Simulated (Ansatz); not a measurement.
Input (CCSDT(Q)/aug-cc-pV(D+d)Z; Ansatz, a first-principles code): A basis named .json is the Basis Set Exchange file of that set.

Ansatz 0.2 input:
```yaml
crystal:
  periodic: [false, false, false]
  atoms:
    - {symbol: C, position_ang: [-0.00530784, -0.03292262, -1.25255471]}
    - {symbol: Si, position_ang: [0.00176161, -0.01626018, 0.52594046]}
    - {symbol: H, position_ang: [-0.90647034, 0.32687280, -1.75455355]}
    - {symbol: H, position_ang: [0.90272032, 0.29878124, -1.76148183]}
    - {symbol: H, position_ang: [0.02469592, 1.23745090, 1.43148183]}
    - {symbol: H, position_ang: [-1.20807042, -0.70031235, 1.12295762]}
    - {symbol: H, position_ang: [1.19430901, -0.73761444, 1.11375772]}
basis:
  gaussian:
    orbitals: aug-cc-pV_D+d_Z.json
total_charge: -1
magnetization: {spin_polarized: false}
correlation: {method: ccsdt_q, electrons: outside_noble_gas}
```

Output:

```
Functional definition: HF
integrals: 0.19 GiB planned
1668 factors; integrals over basis functions are off by at most 1.6e-7 eV
mean field: 0.40 GiB planned
mean field evaluation 1: about -8968.8162 eV, gradient 2.0e1 eV
mean field evaluation 2: about -8968.8167 eV, gradient 2.0e1 eV
mean field evaluation 4: about -8970.2733 eV, gradient 2.9e0 eV
mean field evaluation 8: about -8970.3129 eV, gradient 2.0e-3 eV
mean field evaluation 16: about -8970.3119 eV, gradient 1.8e-1 eV
mean field -8970.31288215 eV, -329.6529181224 hartree, gradient 2.5e-6 eV, S^2 0.000000; 0 other end points of the search recorded, 0 dependent functions left out
6 core orbitals not correlated
reference -8970.31288215 eV, -329.6529181224 hartree; 7, 7 occupied and 87, 87 virtual orbitals, 1668 factors
second order -7.79204863 eV of doubles, -0.00000000 eV of singles
coupled cluster: 2.34 GiB planned
cycle   1  -8.48569462 eV  change   -6.9e-1 eV  update   9.1e-2
cycle   2  -8.94192998 eV  change   -4.6e-1 eV  update   4.0e-2
cycle   3  -9.16455502 eV  change   -2.2e-1 eV  update   2.1e-2
cycle   4  -9.15243135 eV  change    1.2e-2 eV  update   6.8e-3
cycle   5  -9.14591990 eV  change    6.5e-3 eV  update   4.3e-3
cycle   6  -9.14739763 eV  change   -1.5e-3 eV  update   2.3e-3
cycle   7  -9.14836260 eV  change   -9.6e-4 eV  update   9.9e-4
cycle   8  -9.14812915 eV  change    2.3e-4 eV  update   6.7e-4
cycle   9  -9.14801615 eV  change    1.1e-4 eV  update   2.9e-4
cycle  10  -9.14843438 eV  change   -4.2e-4 eV  update   1.6e-4
cycle  11  -9.14828792 eV  change    1.5e-4 eV  update   9.8e-5
cycle  12  -9.14828384 eV  change    4.1e-6 eV  update   4.7e-5
cycle  13  -9.14819831 eV  change    8.6e-5 eV  update   3.0e-5
cycle  14  -9.14817104 eV  change    2.7e-5 eV  update   1.4e-5
cycle  15  -9.14817539 eV  change   -4.4e-6 eV  update   7.7e-6
cycle  16  -9.14818288 eV  change   -7.5e-6 eV  update   4.4e-6
cycle  17  -9.14818651 eV  change   -3.6e-6 eV  update   2.9e-6
cycle  18  -9.14818705 eV  change   -5.4e-7 eV  update   1.5e-6
perturbative correction -0.01796692 eV, -0.0006602720 hartree
Total energy: -8979.47903612 eV, -329.9897680677 hartree
```
